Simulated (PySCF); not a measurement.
Electric field gradients and quadrupole coupling constants

Species: C₅H₈O.
Z-matrix (Å and degrees, GFN2-xTB geometry), rows numbered from 1:
```
C 
C   1  1.3230
C   2  1.4958  1  123.52
C   2  1.5125  1  121.83  3   178.13
C   4  1.5042  2  106.44  1   -98.18
O   5  1.1979  4  125.33  2  -103.26
H   1  1.0765  2  121.56  3     1.13
H   1  1.0768  2  122.25  3  -179.79
H   3  1.0900  2  110.16  1  -111.83
H   3  1.0865  2  111.15  1     8.62
H   3  1.0891  2  110.10  1   129.65
H   4  1.0897  2  110.40  1    20.56
H   4  1.0906  2  110.30  1   142.92
H   5  1.1075  4  113.29  2    73.63
```

Field gradients from the PBE0/pcSseg-1 density (PySCF, non-relativistic), principal values in atomic units, ordered |Vxx| ≤ |Vyy| ≤ |Vzz|:

```tsv
atom	Vxx	Vyy	Vzz
O6	0.4208	1.6275	-2.0483
```

Task: Find the asymmetry η = (Vxx − Vyy)/Vzz and the couplings χ = eQV/h (234.96 MHz × Q in barn × V in au), with Q(17O) = −0.0256 b.

Result: 
```tsv
atom	environment	nucleus	η	χzz (MHz)	χxx (MHz)	χyy (MHz)
O6	aldehyde oxygen	17O	0.59	12.32	-2.53	-9.79
```

Task: What is Vzz at O6 in SI units (1 au = 9.71736 × 10²¹ V/m²)?

Result: -2.0483 au = -19.904 × 10²¹ V/m².

Task: And the gradient at the other heavy atoms, for which no coupling is worked out here?

Result: 
| atom | environment | Vzz (au) | η |
| --- | --- | --- | --- |
| C1 | terminal =CH2 carbon | 0.258 | 0.42 |
| C2 | fully substituted alkene carbon | 0.303 | 0.81 |
| C3 | allylic carbon | 0.069 | 0.46 |
| C4 | sp3 carbon next to a carbonyl | -0.080 | 0.29 |
| C5 | aldehyde carbon | 0.567 | 0.04 |

Task: What couplings would deuterons (Q(2H) = 0.00286 b) have in place of the hydrogens, at this geometry?

Result: 
```tsv
atom	bonded to	bond length (Å)	Vzz (au)	η	χzz (kHz)
H7	C1	1.077	0.3382	0.06	227
H8	C1	1.077	0.3379	0.06	227
H9	C3	1.090	0.3105	0.03	209
H10	C3	1.086	0.3160	0.03	212
H11	C3	1.089	0.3060	0.04	206
H12	C4	1.090	0.3062	0.01	206
H13	C4	1.091	0.3025	0.02	203
H14	C5	1.107	0.2693	0.01	181
```

The structure is a single GFN2-xTB conformer in the gas phase; no vibrational or solvent corrections. GFN2-xTB bond lengths can be off by several hundredths of an ångström, more for odd bonds, and the gradients follow them. With so small a basis the couplings can be 20 % off.
